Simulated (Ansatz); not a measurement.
# CH₅NSi (SMILES C[SiH]=N): one structure at several levels

The task here is to estimate one member of a computed series from the others.

Method: single points in def2-TZVPP; program: Ansatz 0.2.0, Gaussian basis.

Correlated methods freeze the cores.

1 further run of the same task is left out (it didn't finish).

**Starting geometry**

SMILES `C[SiH]=N`, 8 atoms, charge 0, spin multiplicity 1.

Atoms are counted from 1 here; the program's logs count them from 0.

Bond lengths: C1–Si2 1.858 Å, C1–H4 1.119 Å, C1–H5 1.113 Å, C1–H6 1.127 Å, Si2–N3 1.590 Å, Si2–H7 1.450 Å, N3–H8 1.030 Å. Angles: Si2–C1–H4 96.8°, Si2–C1–H5 119.8°, Si2–C1–H6 107.7°, H4–C1–H5 118.3°, H4–C1–H6 110.3°, H5–C1–H6 103.6°, C1–Si2–N3 118.6°, C1–Si2–H7 124.9°, N3–Si2–H7 111.3°, Si2–N3–H8 145.4°.

Geometry (Å):

```xyz
8
charge 0, multiplicity 1
C    -0.68291    0.83060   -0.47318
Si    0.65402   -0.25426    0.22437
N     0.25362   -1.68249    0.79729
H    -1.05624    0.10575   -1.23957
H    -0.44070    1.86686   -0.80041
H    -1.45730    0.98044    0.33227
H     2.04514   -0.22043   -0.18197
H     0.60528   -2.57473    1.17372
```

The first run:

run/in.yaml reads:

```yaml
crystal:
  periodic: [false, false, false]
  atoms:
    - {symbol: C, position_ang: [-0.682912, 0.830596, -0.473180]}
    - {symbol: Si, position_ang: [0.654025, -0.254259, 0.224375]}
    - {symbol: N, position_ang: [0.253619, -1.682493, 0.797293]}
    - {symbol: H, position_ang: [-1.056243, 0.105745, -1.239569]}
    - {symbol: H, position_ang: [-0.440702, 1.866862, -0.800405]}
    - {symbol: H, position_ang: [-1.457301, 0.980442, 0.332269]}
    - {symbol: H, position_ang: [2.045136, -0.220427, -0.181974]}
    - {symbol: H, position_ang: [0.605282, -2.574727, 1.173717]}
basis:
  gaussian: {orbitals: def2-TZVPP}
hamiltonian: {xc: pbe, dispersion: d4}
output: {forces: true}
```

Started as:

```bash
$ ansatz run in.yaml --threads 2 --pin off --events-out ev --progress --plain --max-ram 3481MiB
```

Among the steps run: PBE-D4/def2-TZVPP; r2SCAN-D4/def2-TZVPP; PBE0-D4/def2-TZVPP; wB97M-V/def2-TZVPP; CCSD(T)/def2-TZVPP.

One table of the session follows, with a row left open; its other results are not shown here.

```
   method  RMS force component (eV/Å)  angle to CCSD(T) forces (°)  dipole (D)
   PBE-D4                           ?                            ?           ?
r2SCAN-D4                       0.723                          8.9        2.29
  PBE0-D4                       0.747                         12.7        2.37
  wB97M-V                       0.756                         14.2        2.46
  CCSD(T)                       0.724                    reference        2.21
```

**Question.** Estimate the row for PBE-D4.

**Answer.** RMS force component (eV/Å): 0.633; angle to CCSD(T) forces (°): 9.6; dipole (D): 2.16. In the column «RMS force component (eV/Å)» it is the lowest.

Caveats from the session: The reference is not at the basis limit: in triple zeta CCSD(T) underbinds, which counts against methods that bind more; the gaps are no ranking.
